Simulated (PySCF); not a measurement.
# NH₃: electronic excitations at several levels of theory, part 2 of 2

PySCF 2.14.0. Atoms count from 0. Earlier steps stand in the parts before.

## (11) Excited states and response: PBE0/def2-TZVP

What the job is given:

```
{"job": {"kind": "uv", "xc": "PBE0", "basis": "def2-TZVP"}, "charge": 0, "multiplicity": 1}
N     -0.070959     0.016208     0.279620
H     -0.784367    -0.395861    -0.321617
H      0.198734     0.885366    -0.180752
H      0.739872    -0.596143     0.192299
```

Level: TDDFT PBE0/def2-TZVP, vertical, gas phase, core orbitals frozen in the response.

The program printed:

```text
coarse grid: 2928 points
cycle   1  E = -56.4876753758  dE = -1.000e-01  |g| = 3.706e-01  |ddm| = 1.085e+00
cycle   2  E = -56.4664377524  dE =  2.124e-02  |g| = 4.969e-01  |ddm| = 4.808e-01
cycle   3  E = -56.5181351958  dE = -5.170e-02  |g| = 1.749e-02  |ddm| = 2.682e-01
cycle   4  E = -56.5181943447  dE = -5.915e-05  |g| = 3.174e-03  |ddm| = 1.191e-02
cycle   5  E = -56.5181962686  dE = -1.924e-06  |g| = 2.610e-04  |ddm| = 2.139e-03
final grid: 27112 points
cycle   6  E = -56.5128763059  dE = -1.200e-05  |g| = 5.590e-03  |ddm| = 1.022e-02
cycle   7  E = -56.5128714694  dE =  4.836e-06  |g| = 7.473e-03  |ddm| = 6.544e-03
cycle   8  E = -56.5128825136  dE = -1.104e-05  |g| = 1.308e-04  |ddm| = 3.695e-03
cycle   9  E = -56.5128825174  dE = -3.792e-09  |g| = 2.913e-05  |ddm| = 9.096e-05
cycle  10  E = -56.5128825177  dE = -2.477e-10  |g| = 3.280e-06  |ddm| = 3.782e-05
converged SCF energy = -56.5128825177

Static polarisability (au): isotropic 10.550, principal 9.673 10.988 10.990

Singlet excitations
state   eV       nm        f      main configurations
  1   7.0222    176.6   0.06037   H->L 1.00
  2   9.1821    135.0   0.02703   H->L+1 0.98
  3   9.1824    135.0   0.02702   H->L+2 0.98
  4  12.1265    102.2   0.18076   H-1->L 0.99
  5  12.1275    102.2   0.18085   H-2->L 0.99
  6  13.9836     88.7   0.00459   H->L+3 0.79, H-1->L+1 0.08, H-2->L+2 0.08
  7  13.9843     88.7   0.00454   H->L+4 0.79, H-1->L+2 0.08, H-2->L+1 0.08
  8  14.1259     87.8   0.00000   H-1->L+1 0.50, H-2->L+2 0.50
  9  14.4096     86.0   0.21171   H-1->L+2 0.39, H-2->L+1 0.39, H->L+4 0.13
 10  14.4097     86.0   0.21166   H-2->L+2 0.39, H-1->L+1 0.39, H->L+3 0.13

Triplet excitations (Tamm-Dancoff, eV): 6.5328 8.6018 8.6022 11.3205
```

Wall time 0.68 s (1 thread of Arm Neoverse V1, shared host); peak memory 0.25 GiB.

Key values: HOMO -7.69 eV, LUMO 1.01 eV; lowest singlet 7.02 eV.

## (12) TDDFT and polarisability: PBE0/aug-cc-pVDZ

What the job is given:

```
{"job": {"kind": "uv", "xc": "PBE0", "basis": "aug-cc-pVDZ"}, "charge": 0, "multiplicity": 1}
N     -0.070959     0.016208     0.279620
H     -0.784367    -0.395861    -0.321617
H      0.198734     0.885366    -0.180752
H      0.739872    -0.596143     0.192299
```

Method: TDDFT PBE0/aug-cc-pVDZ, vertical, gas phase, core orbitals frozen in the response.

The program printed:

```text
coarse grid: 2928 points
cycle   1  E = -56.4700685717  dE = -9.559e-02  |g| = 3.537e-01  |ddm| = 3.162e+00
cycle   2  E = -56.4450464706  dE =  2.502e-02  |g| = 4.896e-01  |ddm| = 9.943e-01
cycle   3  E = -56.4990241318  dE = -5.398e-02  |g| = 1.626e-02  |ddm| = 5.935e-01
cycle   4  E = -56.4990849017  dE = -6.077e-05  |g| = 2.130e-03  |ddm| = 2.163e-02
cycle   5  E = -56.4990858838  dE = -9.821e-07  |g| = 3.626e-04  |ddm| = 2.710e-03
final grid: 27112 points
cycle   6  E = -56.4997186630  dE = -4.821e-06  |g| = 5.436e-03  |ddm| = 2.667e-02
cycle   7  E = -56.4997129979  dE =  5.665e-06  |g| = 7.528e-03  |ddm| = 1.606e-02
cycle   8  E = -56.4997251667  dE = -1.217e-05  |g| = 1.036e-04  |ddm| = 9.369e-03
cycle   9  E = -56.4997251695  dE = -2.795e-09  |g| = 2.760e-05  |ddm| = 1.484e-04
cycle  10  E = -56.4997251697  dE = -2.339e-10  |g| = 1.622e-06  |ddm| = 4.553e-05
converged SCF energy = -56.4997251697

Static polarisability (au): isotropic 13.999, principal 13.528 13.530 14.938

Singlet excitations
state   eV       nm        f      main configurations
  1   6.2496    198.4   0.07796   H->L 0.99
  2   7.6069    163.0   0.00428   H->L+1 0.98
  3   7.6071    163.0   0.00428   H->L+2 0.98
  4   9.3283    132.9   0.00063   H->L+3 0.97
  5   9.9824    124.2   0.03013   H->L+4 0.98
  6  10.3968    119.3   0.02764   H->L+5 0.90
  7  10.3972    119.2   0.02765   H->L+6 0.90
  8  10.9050    113.7   0.00340   H->L+7 0.89
  9  10.9052    113.7   0.00338   H->L+8 0.89
 10  11.2813    109.9   0.11462   H-1->L 0.98

Triplet excitations (Tamm-Dancoff, eV): 5.9117 7.4629 7.4631 8.5207
```

Wall time 0.71 s (1 thread of Arm Neoverse V1, shared host); peak memory 0.25 GiB.

Key values: HOMO -7.82 eV, LUMO -0.20 eV; lowest singlet 6.25 eV.

## (13) Excited states and response: PBE0/aug-cc-pVTZ

What the job is given:

```
{"job": {"kind": "uv", "xc": "PBE0", "basis": "aug-cc-pVTZ"}, "charge": 0, "multiplicity": 1}
N     -0.070959     0.016208     0.279620
H     -0.784367    -0.395861    -0.321617
H      0.198734     0.885366    -0.180752
H      0.739872    -0.596143     0.192299
```

With the program's defaults for keys left out, this is: TDDFT PBE0/aug-cc-pVTZ, vertical, gas phase, core orbitals frozen in the response.

The program printed:

```text
coarse grid: 2928 points
cycle   1  E = -56.4886140383  dE = -1.040e-01  |g| = 3.636e-01  |ddm| = 3.514e+00
cycle   2  E = -56.4618278672  dE =  2.679e-02  |g| = 5.159e-01  |ddm| = 1.027e+00
cycle   3  E = -56.5185199253  dE = -5.669e-02  |g| = 1.622e-02  |ddm| = 6.139e-01
cycle   4  E = -56.5185694663  dE = -4.954e-05  |g| = 3.515e-03  |ddm| = 2.352e-02
cycle   5  E = -56.5185717970  dE = -2.331e-06  |g| = 2.982e-04  |ddm| = 3.603e-03
final grid: 27112 points
cycle   6  E = -56.5155490362  dE = -1.628e-05  |g| = 5.600e-03  |ddm| = 6.206e-02
cycle   7  E = -56.5155435063  dE =  5.530e-06  |g| = 7.694e-03  |ddm| = 1.637e-02
cycle   8  E = -56.5155552347  dE = -1.173e-05  |g| = 1.579e-04  |ddm| = 9.463e-03
cycle   9  E = -56.5155552402  dE = -5.511e-09  |g| = 3.550e-05  |ddm| = 2.371e-04
cycle  10  E = -56.5155552406  dE = -3.340e-10  |g| = 3.647e-06  |ddm| = 5.972e-05
converged SCF energy = -56.5155552406

Static polarisability (au): isotropic 14.332, principal 13.835 13.837 15.325

Singlet excitations
state   eV       nm        f      main configurations
  1   6.2580    198.1   0.07425   H->L 0.98
  2   7.5566    164.1   0.00328   H->L+1 0.97
  3   7.5568    164.1   0.00327   H->L+2 0.97
  4   8.8465    140.2   0.00114   H->L+3 0.98
  5   9.2879    133.5   0.01964   H->L+4 0.98
  6   9.8575    125.8   0.02082   H->L+5 0.76, H->L+8 0.18
  7   9.8578    125.8   0.02082   H->L+6 0.76, H->L+7 0.18
  8  10.0977    122.8   0.00915   H->L+7 0.76, H->L+6 0.20
  9  10.0979    122.8   0.00912   H->L+8 0.76, H->L+5 0.20
 10  11.0673    112.0   0.06309   H->L+9 0.94

Triplet excitations (Tamm-Dancoff, eV): 5.9279 7.4328 7.4330 8.1981
```

Wall time 1.4 s (1 thread of Arm Neoverse V1, shared host); peak memory 0.33 GiB.

Key values: HOMO -7.83 eV, LUMO -0.23 eV; lowest singlet 6.26 eV.

## (14) Excited states and response: PBE0/def2-TZVPD

What the job is given:

```
{"job": {"kind": "uv", "xc": "PBE0", "basis": "def2-TZVPD"}, "charge": 0, "multiplicity": 1}
N     -0.070959     0.016208     0.279620
H     -0.784367    -0.395861    -0.321617
H      0.198734     0.885366    -0.180752
H      0.739872    -0.596143     0.192299
```

Level: TDDFT PBE0/def2-TZVPD, vertical, gas phase, core orbitals frozen in the response.

The program printed:

```text
coarse grid: 2928 points
cycle   1  E = -56.4898871350  dE = -1.015e-01  |g| = 3.669e-01  |ddm| = 1.098e+00
cycle   2  E = -56.4634333101  dE =  2.645e-02  |g| = 5.153e-01  |ddm| = 4.454e-01
cycle   3  E = -56.5201532332  dE = -5.672e-02  |g| = 1.632e-02  |ddm| = 2.504e-01
cycle   4  E = -56.5202054487  dE = -5.222e-05  |g| = 3.334e-03  |ddm| = 8.813e-03
cycle   5  E = -56.5202075966  dE = -2.148e-06  |g| = 3.108e-04  |ddm| = 2.285e-03
final grid: 27112 points
cycle   6  E = -56.5148676055  dE = -1.249e-05  |g| = 5.510e-03  |ddm| = 1.739e-02
cycle   7  E = -56.5148622731  dE =  5.332e-06  |g| = 7.556e-03  |ddm| = 5.977e-03
cycle   8  E = -56.5148736706  dE = -1.140e-05  |g| = 1.539e-04  |ddm| = 3.448e-03
cycle   9  E = -56.5148736760  dE = -5.345e-09  |g| = 3.345e-05  |ddm| = 1.080e-04
cycle  10  E = -56.5148736763  dE = -3.145e-10  |g| = 3.524e-06  |ddm| = 2.884e-05
converged SCF energy = -56.5148736763

Static polarisability (au): isotropic 14.009, principal 13.621 13.622 14.785

Singlet excitations
state   eV       nm        f      main configurations
  1   6.6125    187.5   0.08485   H->L 0.99
  2   8.7638    141.5   0.01757   H->L+1 0.98
  3   8.7641    141.5   0.01756   H->L+2 0.98
  4  10.2923    120.5   0.00257   H->L+4 0.96
  5  10.2926    120.5   0.00257   H->L+5 0.96
  6  10.4652    118.5   0.00122   H->L+3 0.95
  7  11.4194    108.6   0.11961   H->L+6 0.99
  8  11.5615    107.2   0.01035   H->L+7 0.52, H->L+8 0.23, H-2->L 0.17
  9  11.5616    107.2   0.01013   H->L+8 0.52, H->L+7 0.23, H-1->L 0.17
 10  11.6859    106.1   0.23688   H-1->L 0.75, H->L+8 0.24

Triplet excitations (Tamm-Dancoff, eV): 6.1945 8.3494 8.3498 9.3911
```

Run time: 0.89 s. Hardware: 1 thread of Arm Neoverse V1, shared host; peak memory 0.33 GiB.

In short: HOMO -7.81 eV, LUMO 0.35 eV; lowest singlet 6.61 eV.

## (15) Side by side: electronic excitations

Excitations and ground-state properties, with basis size and wall time:

```tsv
run	lowest singlet (eV)	brightest (eV)	f	gap (eV)	α (Å³)	μ (D)	functions	time
B3LYP/def2-SVPD	6.84	12.43	0.155	8.11	2.02	1.62	44	1.2 s
PBE0/def2-SVPD	7.11	12.68	0.149	8.76	1.99	1.62	44	1 s
BHandHLYP/def2-SVPD	7.41	13.07	0.152	10.80	1.92	1.67	44	1.1 s
CAM-B3LYP/def2-SVPD	7.03	12.61	0.161	10.96	1.99	1.67	44	1.3 s
wB97X-D/def2-SVPD	7.27	12.74	0.215	12.53	1.99	1.66	44	1.2 s
LC-wPBE/def2-SVPD	7.52	12.97	0.221	13.69	1.94	1.70	44	1.7 s
PBE0/6-31G*	7.93	15.89	0.344	9.85	1.22	1.97	20	0.4 s
PBE0/def2-SVP	7.30	12.65	0.203	9.10	1.27	1.79	29	0.45 s
PBE0/def2-TZVP	7.02	14.41	0.212	8.71	1.56	1.79	49	0.68 s
PBE0/aug-cc-pVDZ	6.25	11.28	0.115	7.62	2.07	1.59	50	0.71 s
PBE0/aug-cc-pVTZ	6.26	6.26	0.074	7.60	2.12	1.59	115	1.4 s
PBE0/def2-TZVPD	6.61	11.69	0.237	8.16	2.08	1.59	64	0.89 s
```

Measured dipole: 1.48 D (gas; NIST CCCBDB Release 22 (SRD 101), experimental dipoles).

Measured polarisability: 2.10 Å³ (gas; NIST CCCBDB Release 22 (SRD 101), experimental polarizabilities).

## (16) Outcome

What follows sums up all 2 parts.

| quantity | value |
| --- | --- |
| point group | C3v |
| rotational constants (main isotopes) | 291.74, 291.64, 190.85 GHz |
| lowest singlet (B3LYP/def2-SVPD) | 6.84 eV (181 nm), f = 0.081 |
| brightest single state of those computed | state 9, 12.43 eV, f = 0.155 |
| lowest triplet | 6.40 eV |
| vertical ionisation energy (ΔSCF) | 11.09 eV |
| range of the lowest singlet | 6.25 to 7.93 eV |

**Reading.** Single values in the summary come from the first run of each kind that ended normally (B3LYP/def2-SVPD), which need not be the best level. The start was shaken at random, so part of the energy gained undoes that. The optimisation took 5 steps and gained 0.346 eV; among the close pairs (by a distance rule), N0–H2 changed most, from 1.139 to 1.020 Å. The lowest singlet, at 6.84 eV, is HOMO→LUMO 1.00 and is bright; of the 10 states computed, the strongest absorption comes from states 9 to 10 together at 12.43 eV (the last computed, so partners may be missing). The lowest triplet lies 0.44 eV below the lowest singlet (triplets in Tamm-Dancoff, singlets in full TDDFT). At B3LYP/def2-SVPD, the highest states lie near or above the ionisation energy, where they hang on the basis. ΔSCF puts the ionisation energy at 11.09 eV, 3.54 eV above −ε(HOMO). The dipole moment, 1.62 D, compares with 1.48 D measured. The polarisability is 4 % below the measured 2.10 Å³. The lowest singlet runs from 6.25 eV (PBE0/aug-cc-pVDZ) to 7.93 eV (PBE0/6-31G*), while the orbital gap spans 7.60 to 13.69 eV. The lowest state need not be the same one in every run. The runs solved for a few states only, so the brightest column depends on that window. For the measured polarisability, PBE0/aug-cc-pVTZ misses least (0.02 Å³, 1.4 s) and PBE0/6-31G* most (0.89 Å³, 0.4 s). One molecule ranks no method: errors cancel, and vibration and temperature are missing from all runs.
